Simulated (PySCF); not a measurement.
We consider rock-salt MgS, described by Hartree–Fock in PySCF (GTH pseudopotentials, Gaussian basis).

Cell (relaxed at this level):

```yaml
crystal:
  lattice:
    - [0.00000, 2.63847, 2.63847]
    - [2.63847, 0.00000, 2.63847]
    - [2.63847, 2.63847, 0.00000]
  atoms:
    - { symbol: Mg, position: [0.00000, 0.00000, 0.00000] }
    - { symbol: S, position: [0.50000, 0.50000, 0.50000] }
```

### Question
What does this level give for the bulk modulus B0, cohesive energy and pressure derivative B′ of the bulk modulus?

### Answer

- bulk modulus B0 = 77.5 GPa ± 2
- cohesive energy = 2.83 eV/atom ± 0.08
- pressure derivative B′ of the bulk modulus = 4.0

Measured, for comparison: bulk modulus 81 GPa, cohesive energy 4.04 eV/atom (corrected for zero-point motion; as tabulated in Goldzak et al. (2022), arXiv:2208.04865). Computed (rounded) less measured: bulk modulus -4 %, cohesive energy -1.21 eV/atom.

A ± is a rough bar: the spread of an extrapolation, a floor set from checks against published values, or a statistical error.

Computed values are for the static lattice.

The result took around 7 core-hours (rough).
